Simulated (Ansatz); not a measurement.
**HNO (nitroxyl) at B3LYP/6-31G(d) (spherical functions)**

What is the energy change on altering one bond length of HNO (nitroxyl) at B3LYP/6-31G* (spherical functions)? 

The calculation is run with Ansatz 0.2.0.

60 further runs of the same task are left out: 60 set aside as unsound or not needed.

## (1) The molecule

HNO: 3 atoms, total charge 0, spin state singlet. As SMILES, `N=O`. The coordinates come from a PBE0-D4/def2-TZVP relaxation.

Bond lengths: N1–O2 1.190 Å, N1–H3 1.063 Å. Angles: O2–N1–H3 108.9°.

## (2) The energy at B3LYP/6-31G(d) (spherical functions)

Input file job.yaml:

```yaml
crystal:
  periodic: [false, false, false]
  atoms:
    - {symbol: N, position_ang: [-0.283700, 0.312790, -0.117160]}
    - {symbol: O, position_ang: [0.755300, 0.397200, 0.456500]}
    - {symbol: H, position_ang: [-0.471600, -0.709980, -0.339350]}
basis:
  gaussian:
    orbitals: 6-31G_st_-spherical.json
hamiltonian:
  xc: {name: B3LYP}
accuracy: high
output: {orbitals: {seedname: orbitals}}
```

The basis set 6-31G* is read from a file made from the Basis Set Exchange's data (not shown).

Command:

```bash
$ ansatz run job.yaml --threads 1 --pin off --max-ram 3480MiB --events-out events.jsonl --progress --plain --runs-dir runs
```

Log:

```text
Warning: RAYON_NUM_THREADS=1 ignored (pool sized by the plan → 1); use --threads N
Functional definition: B3LYP
  name "B3LYP"
  parameter a0 = 0.2
  parameter ax = 0.72
  parameter ac = 0.81
  exchange = (1 - a0 - ax)*slater_x + ax*b88_x + a0*exact_x
  correlation = (1 - ac)*vwn_rpa_c + ac*lyp_c
576 factors; integrals over basis functions are off by at most 3.0e-9 eV
mean field evaluation 1: about -3548.9739 eV, gradient 2.4e1 eV
mean field evaluation 2: about -3547.8541 eV, gradient 3.5e1 eV
mean field evaluation 4: about -3550.1206 eV, gradient 1.4e0 eV
mean field evaluation 8: about -3550.1203 eV, gradient 3.4e-3 eV
mean field evaluation 16: about -3550.1203 eV, gradient 1.0e-8 eV
mean field -3550.12032429 eV, -130.4645155595 hartree, gradient 7.1e-9 eV, S^2 0.000000; 0 other end points of the search recorded, 0 dependent functions left out
reference -3550.12034205 eV, -130.4645162125 hartree; 8, 8 occupied and 22, 22 virtual orbitals, 576 factors
Total energy: -3550.12034205 eV, -130.4645162125 hartree
```

Run time: 0.72 s. Hardware: 1 thread of Arm Neoverse V2, shared host.

## (3) The distorted shape at the same level

Input file run.yaml:

```yaml
crystal:
  periodic: [false, false, false]
  atoms:
    - {symbol: "N", position_ang: [-0.227324, 0.619652, -0.050496]}
    - {symbol: O, position_ang: [0.811676, 0.704062, 0.523164]}
    - {symbol: H, position_ang: [-0.471600, -0.709980, -0.339350]}
basis:
  gaussian:
    orbitals: 6-31G_st_-spherical.json
hamiltonian:
  xc: {name: B3LYP}
accuracy: high
output: {orbitals: {seedname: orbitals}}
```

The basis set 6-31G* is read from a file made from the Basis Set Exchange's data (not shown).

Command:

```bash
$ ansatz run run.yaml --threads 1 --pin off --max-ram 3480MiB --events-out events.jsonl --progress --plain --runs-dir runs
```

Log:

```text
Warning: RAYON_NUM_THREADS=1 ignored (pool sized by the plan → 1); use --threads N
Functional definition: B3LYP
  name "B3LYP"
  parameter a0 = 0.2
  parameter ax = 0.72
  parameter ac = 0.81
  exchange = (1 - a0 - ax)*slater_x + ax*b88_x + a0*exact_x
  correlation = (1 - ac)*vwn_rpa_c + ac*lyp_c
578 factors; integrals over basis functions are off by at most 3.9e-9 eV
mean field evaluation 1: about -3548.3108 eV, gradient 2.5e1 eV
mean field evaluation 2: about -3543.3380 eV, gradient 5.6e1 eV
mean field evaluation 4: about -3549.4716 eV, gradient 3.6e0 eV
mean field evaluation 8: about -3549.5047 eV, gradient 5.3e-2 eV
mean field evaluation 16: about -3549.5047 eV, gradient 1.9e-7 eV
mean field -3549.50469059 eV, -130.4418914385 hartree, gradient 2.3e-8 eV, S^2 0.000000; 0 other end points of the search recorded, 0 dependent functions left out
reference -3549.50471135 eV, -130.4418922015 hartree; 8, 8 occupied and 22, 22 virtual orbitals, 578 factors
Total energy: -3549.50471135 eV, -130.4418922015 hartree
```

It took 0.78 s on 1 thread of Arm Neoverse V2, shared host.

## (4) Outcome

Level: B3LYP/6-31G* (spherical functions).

```
                                                         quantity          value
                                        first shape: total energy  -130.46452 Eh
                                         first shape: HOMO energy       -6.48 eV
                                         first shape: LUMO energy       -2.69 eV
                                       first shape: HOMO–LUMO gap        3.78 eV
                                    distorted shape: total energy  -130.44189 Eh
                                     distorted shape: HOMO energy       -6.78 eV
                                     distorted shape: LUMO energy       -3.05 eV
                                   distorted shape: HOMO–LUMO gap        3.73 eV
energy change with the N1–H3 bond stretched from 1.063 to 1.382 Å       0.616 eV
```

In words: With the N1–H3 bond stretched from 1.063 to 1.382 Å the energy rises by 0.62 eV (14.2 kcal/mol). The first shape isn't relaxed at this level, so the change isn't measured from a minimum.
